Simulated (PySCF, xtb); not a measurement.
C₃H₈, SMILES CCC.

GFN2-xTB (xtb) at its own geometry gives an orbital gap of 14.59 eV and a dipole moment of 0.02 D.

Geometry: B3LYP-D3(BJ)/def2-SVP.

**Question.** What does r2SCAN/def2-TZVPD run with PySCF give? (The exact figures need the calculation; the answer reports its results.)

**Answer.** gap 8.68 eV (levels -7.99 and 0.69 eV), dipole 0.09 D.
